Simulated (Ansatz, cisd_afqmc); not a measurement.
Species: H2O, charge 1, doublet. H2O+ (parent SMILES O, doublet).
B3LYP-D3(BJ)/def2-TZVP minimum from Ansatz (an electronic-structure program):
```
O
H 1 1.0078
H 1 1.0078 2 110.00
```
Charge +1, spin multiplicity 2.

Total energies in cc-pVDZ, 7 correlated electrons, 1 frozen orbitals. UHF or UKS for unpaired electrons; spin-orbit terms are left out. Cores are frozen in correlated methods. No relativity. AFQMC is phaseless with a CISD trial state; ± is one standard error, without the phaseless bias. Outlying blocks are dropped, and bars are widened where a walk drifts. Over all cases where full CI ran beside it in this data, AFQMC minus full CI had a median of +0.1 mEh and passed +0.4 mEh in a tenth of the cases. Full CI freezes restricted core orbitals and the other rows unrestricted ones, which leaves a small offset even where coupled cluster is exact.

```json
[
 {"method": "HF", "program": "Ansatz", "energy (Eh)": "-75.63347", "error against FCI (mEh)": "173.07"},
 {"method": "MP2", "program": "Ansatz", "energy (Eh)": "-75.78691", "error against FCI (mEh)": "19.63"},
 {"method": "CCSD", "program": "Ansatz", "energy (Eh)": "-75.80386", "error against FCI (mEh)": "2.68"},
 {"method": "CCSD(T)", "program": "Ansatz", "energy (Eh)": "-75.80608", "error against FCI (mEh)": "0.46"},
 {"method": "CCSDT(Q)", "program": "Ansatz", "energy (Eh)": "-75.80656", "error against FCI (mEh)": "-0.02"},
 {"method": "CCSDTQ", "program": "Ansatz", "energy (Eh)": "-75.80657", "error against FCI (mEh)": "-0.03"},
 {"method": "AFQMC/CISD", "program": "cisd_afqmc", "energy (Eh)": "-75.8066 ± 0.0001", "error against FCI (mEh)": "-0.1 ± 0.1"},
 {"method": "FCI", "program": "Ansatz", "energy (Eh)": "-75.80654", "error against FCI (mEh)": "0.00"}
]
```

Rough core times of Ansatz's runs on a shared machine: CCSD(T) under 20 s, CCSDT(Q) under 20 s, CCSDTQ 2 min, FCI 40 s.
